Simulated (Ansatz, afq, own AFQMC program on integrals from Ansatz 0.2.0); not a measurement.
AFQMC on a folder of integrals that Ansatz 0.2.0 wrote.

```yaml
crystal:
  periodic: [false, false, false]
  atoms:
    - {symbol: Ge, position_ang: [0.122199, 0.000000, 0.251440]}
    - {symbol: B, position_ang: [-0.799175, 0.000000, -1.456166]}
    - {symbol: H, position_ang: [-0.234799, 0.000000, -2.502138]}
basis:
  gaussian: {orbitals: cc-pVDZ}
magnetization: {spin_polarized: true, initial_magnetization: 2}
correlation: {method: ccsd_t, electrons: outside_noble_gas, hamiltonian_folder: ham}
```

```sh
$ ansatz run in.yaml --threads 1 --pin off --events-out ev --progress --plain --max-ram 1382MiB
```

Options of the walk:

```
--method free --trial cisd --walkers 60 --time-step 0.03 --max-blocks 80 --target-error 0.00034 --factor-cut 1e-05 --seed 9037 --times 0,0.3,0.6,1.2,1.8,2.4,3.6,4.8,6 --taylor-order 8
```

Times are imaginary, in 1/Eh. The walk had a cap of 630 s. Filled inner d shells are frozen with the cores.

Log:

```
orbitals 31  electrons 5 3  factors 240 of 506
reference energy -2100.50068951 Eh
CCSD correlation -0.15306752 Eh in 18 cycles, weight of the determinant in the CISD state 0.8392
repeat  energy at the last time / Eh  error
    10  -2100.662295  0.001806
    20  -2100.662999  0.001014
    30  -2100.662380  0.000785
    40  -2100.661918  0.000769
    50  -2100.661900  0.000727
    60  -2100.661518  0.000610
    70  -2100.661589  0.000574
    80  -2100.661778  0.000539
time / (1/Eh)  energy / Eh  error  mean overlap
  0.00  -2100.653547  0.000121  1.1897
  0.30  -2100.656783  0.000155  1.1903
  0.60  -2100.658594  0.000186  1.1925
  1.20  -2100.660048  0.000212  1.2165
  1.80  -2100.661398  0.000287  1.2065
  2.40  -2100.661205  0.000312  1.2382
  3.60  -2100.661854  0.000411  1.2576
  4.80  -2100.662229  0.000491  1.2422
  6.00  -2100.661778  0.000539  1.2991
energy -2100.661778 +/- 0.000539 Eh
```

The run passed its tests (error under three times the target), which doesn't prove that it has relaxed.

Against this walk (error 14.7 meV) on the same determinant: CCSD(T) 48.2 meV higher, CCSDT(Q) 19.9 meV lower (within the noise). The error is statistical, and a free projection of finite length keeps a remainder of its start. The determinant has ⟨S²⟩ = 2.17, so the low cluster orders mix in higher spin, and so can this walk. None of these is a sure reference here.

Cautions: remainder of the start not in the error; start is not spin pure; error above the target (14.7 against 9.3 meV); no relativity below Rb; no spin-orbit coupling; inner d shell frozen; lower spins were not checked; higher spins were not checked; strong correlation (T1 0.056, weight of the determinant 0.84, largest double 0.08); unrestricted determinant spin contaminated (⟨S²⟩ 2.17 against 2.00).

The walk took 2.2 min on 1 thread of Intel(R) Xeon(R) 6975P-C (Granite Rapids), with other jobs on the host. The log's last line is the free-projection energy.

CCSDT and higher add their correlation energy to the determinant of the CCSD(T) run, since their own runs factorise the integrals more tightly (a shift of under 2 meV). A walk keeps the symmetry of its determinant, which the program's search chose and which needn't be the lowest solution, so a lower state of the same spin and another symmetry isn't excluded.
